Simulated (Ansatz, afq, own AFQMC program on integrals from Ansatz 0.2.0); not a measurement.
# SiH$_{4}$, singlet in 6-31G, levels against full CI

```xyz
5

Si   -0.0161    0.0161    0.0160
H     0.8398    0.8748    0.8728
H    -0.8756   -0.8383    0.8734
H    -0.8708    0.8716   -0.8452
H     1.3543   -1.3566   -1.3459
```

Basis 6-31G. Noble-gas cores (and the filled d shells of Ga–Kr and In–Xe) are frozen. Integrals, coupled cluster, full CI and functionals: Ansatz 0.2.0; the random walks run on the same integrals in our own AFQMC program. ph-AFQMC/CISD is guided by a CISD state made of CCSD amplitudes; releasing the constraint for a short imaginary time cuts its bias at the price of noise, slowly where states lie close. ± is one standard error of the sampling.

Determinant: RHF, the one that the program's search chose, which needn't be the lowest solution. The geometry is a point of a scan.

Full CI on the same integrals is exact in this basis and with this determinant's frozen core.

Cautions: higher spins were not checked; restricted determinant unstable towards unrestricted (UHF 243 meV lower, ⟨S²⟩ 0.48); strong correlation (T1 0.018, weight of the determinant 0.88, largest double 0.25); the released energies have errors that jump between times, so the bars are unsure, so no released level is given (meV from the phaseless value at times in 1/Eh: -1.1 ± 1.4 at 0.24, 3 ± 6 at 0.51, -4.2 ± 0.8 at 0.99, -7.2 ± 1.7 at 1.62, -8.1 ± 1.4 at 2.40).

```
T1 diagnostic                               : 0.0183
weight of the determinant in the CISD state : 0.882
size of the correlated space                : 8 electrons in 16 orbitals
```

Reference: full CI, correlation energy -2.981 eV.

```tsv
level	E − E(reference) (kJ/mol)	share of correlation (%)
HF	287.7	0.00
MP2	99.3	65.48
CCSD	6.6	97.71
CCSD(T)	1.8	99.37
CCSDT	0.2	99.93
CCSDT(Q)	0.0	99.99
CCSDTQ	0.0	100.00
ph-AFQMC/CISD	1.1 ± 0.1	99.63
```

CCSDT and higher add their correlation energy to the determinant of the CCSD(T) run, since their own runs factorise the integrals more tightly (a shift of under 2 meV). A walk keeps the symmetry of its determinant, which the program's search chose and which needn't be the lowest solution, so a lower state of the same spin and another symmetry isn't excluded.
